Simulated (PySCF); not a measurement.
PySCF input for hydrazine cation (H₄N₂), SMILES NN (connectivity only; charge and spin as stated), charge +1, multiplicity 2, ωB97X-D3(BJ)/def2-TZVP. Geometry optimised at ωB97X-D3(BJ)/def2-TZVP. The spin state was assumed, not searched.

```python
import numpy as np
from pyscf import gto, scf, dft, df
from pyscf.hessian import thermo

mol = gto.M(
    atom='''
    N     0.00000000   -0.00000000   -0.65249130
    N    -0.00000000    0.00000000    0.65249130
    H    -0.00000000   -0.88201311   -1.15056960
    H    -0.00000000    0.88201311   -1.15056960
    H     0.00000000    0.88201311    1.15056960
    H     0.00000000   -0.88201311    1.15056960
    ''',
    basis='def2-TZVP',
    charge=1,
    spin=1,
    max_memory=1600,
    verbose=3,
)
mf = dft.UKS(mol, xc='wb97x-d3bj').density_fit(auxbasis='def2-universal-jkfit')
mf.grids.level = 3
mf.conv_tol = 1e-11
mf.max_cycle = 100
mf.kernel()
fine, coarse = mf.grids, dft.Grids(mol).set(level=1).build(with_non0tab=True)
for _ in range(3):  # follow internal instabilities
    mf.grids = coarse
    mo, _, stable, _ = mf.stability(return_status=True, nroots=4)
    mf.grids = fine
    if stable:
        break
    mf.kernel(mf.make_rdm1(mo, mf.mo_occ))

# [left out here: the lines that compute and print the analytic Hessian (its translational invariance restored by hand, since the grid's response is missing), thermochemistry and intensities]
```

Output:

```

WARN: HOMO -0.138594332298691 >= LUMO -0.138594332298691

converged SCF energy = -111.662346291125  <S^2> = 0.7541122  2S+1 = 2.004108
<class 'pyscf.df.df_jk.DFUKS'> wavefunction is stable in the internal stability analysis

WARN: DFTD3 does not support analytical Hessian, using finite difference


WARN: Mole.unit (angstrom) is changed to Bohr

Mode                                 0                   1                   2
Irrep
Freq [cm^-1]                       51.3078            448.3503            573.0228
Reduced mass [au]                   1.4136              1.1413              1.0080
Force const [Dyne/A]                0.0022              0.1352              0.1950
Char temp [K]                      73.8206            645.0763            824.4522
Normal mode                   x     y     z       x     y     z       x     y     z
       0   N                 0.11  0.00 -0.00    0.07  0.00  0.00    0.00 -0.00  0.00
       1   N                -0.11 -0.00  0.00    0.07 -0.00 -0.00    0.00 -0.00 -0.00
       2   H                -0.41 -0.00  0.00   -0.47 -0.00  0.00    0.50  0.00 -0.00
       3   H                -0.41 -0.00 -0.00   -0.47 -0.00 -0.00   -0.50  0.00  0.00
       4   H                 0.41  0.00 -0.00   -0.47 -0.00  0.00    0.50  0.00 -0.00
       5   H                 0.41  0.00  0.00   -0.47  0.00  0.00   -0.50  0.00  0.00
Mode                                 3                   4                   5
Irrep
Freq [cm^-1]                     1035.5800           1404.5755           1459.4623
Reduced mass [au]                   1.0338              1.4129              2.8190
Force const [Dyne/A]                0.6532              1.6423              3.5378
Char temp [K]                    1489.9690           2020.8714           2099.8412
Normal mode                   x     y     z       x     y     z       x     y     z
       0   N                -0.00  0.03  0.00   -0.00  0.10 -0.00    0.00  0.00  0.16
       1   N                -0.00  0.03  0.00    0.00 -0.10  0.00   -0.00 -0.00 -0.16
       2   H                 0.00 -0.22  0.44    0.00 -0.11  0.40   -0.00 -0.04  0.27
       3   H                -0.00 -0.22 -0.44    0.00 -0.11 -0.40   -0.00  0.04  0.27
       4   H                 0.00 -0.22  0.44   -0.00  0.11 -0.40    0.00  0.04 -0.27
       5   H                -0.00 -0.22 -0.44   -0.00  0.11  0.40    0.00 -0.04 -0.27
Mode                                 6                   7                   8
Irrep
Freq [cm^-1]                     1627.7483           1719.2315           3534.6232
Reduced mass [au]                   1.1025              1.3290              1.0403
Force const [Dyne/A]                1.7212              2.3145              7.6574
Char temp [K]                    2341.9674           2473.5913           5085.5358
Normal mode                   x     y     z       x     y     z       x     y     z
       0   N                 0.00  0.00  0.06    0.00 -0.00  0.10   -0.00 -0.00 -0.03
       1   N                 0.00 -0.00  0.06   -0.00  0.00 -0.10    0.00 -0.00 -0.03
       2   H                -0.00  0.26 -0.40   -0.00  0.25 -0.35    0.00  0.43  0.24
       3   H                -0.00 -0.26 -0.40    0.00 -0.25 -0.35    0.00 -0.43  0.24
       4   H                -0.00  0.26 -0.40    0.00 -0.25  0.35   -0.00  0.43  0.24
       5   H                -0.00 -0.26 -0.40    0.00  0.25  0.35   -0.00 -0.43  0.24
Mode                                 9                  10                  11
Irrep
Freq [cm^-1]                     3558.6579           3666.9856           3684.2592
Reduced mass [au]                   1.0545              1.1187              1.1099
Force const [Dyne/A]                7.8677              8.8628              8.8762
Char temp [K]                    5120.1163           5275.9759           5300.8287
Normal mode                   x     y     z       x     y     z       x     y     z
       0   N                 0.00  0.00  0.04   -0.00  0.06 -0.00    0.00 -0.06  0.00
       1   N                 0.00 -0.00 -0.04    0.00 -0.06  0.00    0.00 -0.06  0.00
       2   H                -0.00 -0.43 -0.23    0.00 -0.41 -0.22   -0.00  0.41  0.23
       3   H                -0.00  0.43 -0.23    0.00 -0.41  0.22   -0.00  0.41 -0.23
       4   H                 0.00  0.43  0.23   -0.00  0.41  0.22   -0.00  0.41  0.23
       5   H                -0.00 -0.43  0.23    0.00  0.41 -0.22   -0.00  0.41 -0.23
temperature 298.1500 [K]
pressure 101325.00 [Pa]
Rotational constants [GHz] 161.11894 29.27286 24.77214
Symmetry number 4
Zero-point energy (ZPE) 0.05186 [Eh]   136157.786 [J/mol]
                           tot       elec      trans        rot        vib
Entropy [J/mol/K]       249.775      5.763    151.987     66.127     25.897
Cv [J/mol/K]             46.044      0.000     12.472     12.472     21.101
Cp [J/mol/K]             54.359      0.000     20.786     12.472     21.101
Internal energy [J/mol]                      3718.434   3718.434 139630.805
Internal energy [Eh]   -111.60633  -111.66235
Enthalpy [J/mol]                             6197.391   3718.434 139630.805
Enthalpy [Eh]          -111.60539
Gibbs free energy [J/mol]                  -39117.629 -15997.377 131909.520
Gibbs free energy [Eh] -111.63375
mode   freq/cm-1   IR/(km/mol)
   1       51.31         0.000
   2      448.35       474.374
   3      573.02         0.000
   4     1035.58        14.438
   5     1404.58         0.000
   6     1459.46         0.000
   7     1627.75       123.183
   8     1719.23         0.000
   9     3534.62       292.814
  10     3558.66         0.000
  11     3666.99         0.000
  12     3684.26       408.147
max |gradient| / (hartree/bohr): 3.2021104678207777e-06
APT charges: [-0.162 -0.162  0.331  0.331  0.331  0.331]
```

Self-consistency was reached.
